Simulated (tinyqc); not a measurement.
Inside a calculation. Method: RHF in the sto-3g basis, for LiH, spin multiplicity 1. One step of it, computed by the program tinyqc.

Question. Iteration 3: DIIS coefficients. Solve [B -1; -1 0][c; lambda] = [0; -1] for the coefficients, which sum to one.

B (overlaps of the stored error matrices):
```
[[4.2662634e-02, 5.3360394e-02, 3.3653098e-02],
 [5.3360394e-02, 2.0601696e-01, 1.6108540e-01],
 [3.3653098e-02, 1.6108540e-01, 1.3731940e-01]]
```

Give: DIIS coefficients.

Answer.

DIIS coefficients: [0.8857, -0.9530, 1.0673]
